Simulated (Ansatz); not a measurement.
Stretching the C1–H4 bond in ethanol (SMILES CCO) (multiplicity 1 held, fragments rigid). Energies count from the point at 1.093 Å.
Geometry at that point (charge 0, multiplicity 1):
```json
[
 {"atom": "C", "x (Å)": "-1.1987", "y (Å)": "0.1420", "z (Å)": "0.2638"},
 {"atom": "C", "x (Å)": "0.0629", "y (Å)": "-0.4292", "z (Å)": "-0.3609"},
 {"atom": "O", "x (Å)": "1.2331", "y (Å)": "0.3053", "z (Å)": "-0.0123"},
 {"atom": "H", "x (Å)": "-2.0792", "y (Å)": "-0.4154", "z (Å)": "-0.0646"},
 {"atom": "H", "x (Å)": "-1.3257", "y (Å)": "1.1886", "z (Å)": "-0.0169"},
 {"atom": "H", "x (Å)": "-1.1571", "y (Å)": "0.0829", "z (Å)": "1.3551"},
 {"atom": "H", "x (Å)": "0.1765", "y (Å)": "-1.4865", "z (Å)": "-0.0896"},
 {"atom": "H", "x (Å)": "0.0055", "y (Å)": "-0.3772", "z (Å)": "-1.4490"},
 {"atom": "H", "x (Å)": "1.3298", "y (Å)": "0.2886", "z (Å)": "0.9460"}
]
```

R- and RO- levels are restricted; in cc, def2 and unpolarised 6-31G sets they are followed outwards from rest. Active spaces are followed from a long bond inwards. Levels need not reach the same state.

Cores are frozen in the correlated methods.

Programs: Ansatz (Gaussian orbitals). Values without a source in brackets are computed.

Q: Give the energy at R = 3.496 Å at the level FIC-MRCISD+Q on CASSCF(2,2)/cc-pVDZ.

A: 110.6 kcal/mol

Q: Give the energy at R = 3.496 Å at the level R-MP2/cc-pVDZ.

A: 146.8 kcal/mol

Q: Predict the energy at R = 3.496 Å from SC-NEVPT2 on CASSCF(2,2)/cc-pVDZ.

A: 109.6 kcal/mol

Doubts at one or more of the structures used: a restricted determinant that unrestricted orbitals would lower (R-MP2/cc-pVDZ).

Ansatz is a program for electronic structure.
